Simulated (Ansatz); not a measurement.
A nudged elastic band was laid between two geometries of BH6NSi (9 atoms, charge 0, multiplicity 1).

Level of theory: RKS r2SCAN-D4/def2-SVP in Ansatz 0.2.0.

```yaml
movable_images: 7
climbing_image: yes
spring: 5.0 eV/Å²
optimiser: quadratic models (default)
start_path: IDPP
force_threshold: 0.05 eV/Å
iteration_limit: 60
end_points: relaxed
```

Image 0:

```xyz
9
Properties=species:S:1:pos:R:3
B -1.025 0.735 -1.043
Si 0.597 0.201 0.006
N 0.331 -1.268 0.899
H -2.139 0.365 -0.750
H -0.934 1.520 -1.959
H 0.894 1.445 0.824
H 1.817 -0.001 -0.838
H 1.092 -1.672 1.438
H -0.544 -1.370 1.407
```

Image 8:

```xyz
9
Properties=species:S:1:pos:R:3
B -1.007 0.692 -1.089
Si 0.598 0.200 0.005
N 0.176 -0.851 1.325
H -2.005 0.009 -1.112
H -0.986 1.655 -1.820
H 1.318 1.379 0.583
H 1.554 -0.365 -1.031
H 0.894 -1.140 1.984
H -0.453 -1.627 1.137
```

(1) What changes between the two ends?

(2) Give the energies along the band, and the barrier.

(3) What is the geometry of the highest image?

(4) What are the harmonic wavenumbers there?

The band took 7 iterations and roughly 80 core-seconds.

Results:

(1) No bond is made or broken. The dihedral H6–Si2–N3–H9 goes from 73 to 170°. The two ends are copies of one structure, up to a mirror image or an exchange of like atoms.

(2) It converged. The highest image is number 4 of 0 to 8, 2.7 kJ/mol above the ends, which have the same energy within 2 meV. A vibrational analysis at the climbing image gives one clearly imaginary mode, 264i cm⁻¹: a first-order saddle point.

```tsv
image	path coordinate (Å)	energy (kJ/mol)	dihedral H6–Si2–N3–H9 (°)
0	0.00	0.0	73
1	0.18	0.2	79
2	0.36	0.9	89
3	0.55	1.9	103
4	0.73	2.7	121
5	0.91	1.9	140
6	1.10	0.8	155
7	1.28	0.2	164
8	1.46	0.0	170
```

(3) 
```xyz
9
Properties=species:S:1:pos:R:3:forces:R:3
B -1.026 0.699 -1.033 0.00 0.00 0.00
Si 0.623 0.208 -0.003 0.00 0.00 0.00
N 0.316 -1.062 1.127 0.01 0.01 0.00
H -2.102 0.166 -0.879 0.00 0.00 0.00
H -0.965 1.576 -1.863 0.00 0.00 0.00
H 1.142 1.461 0.655 0.00 0.00 0.00
H 1.695 -0.147 -1.002 0.00 0.00 0.00
H 1.004 -1.465 1.751 0.00 0.00 0.00
H -0.599 -1.482 1.229 0.00 0.00 0.00
```

(4) 264i, 101, 183, 223, 388, 564, 634, 751, 754, 866, 897, 908, 977, 1152, 1532, 2122, 2149, 2562, 2656, 3614, 3720 cm⁻¹.

Time of the run: 79 s on 1 thread of Intel(R) Xeon(R) 6975P-C (Granite Rapids), on a shared host, peak memory 0.17 GiB.
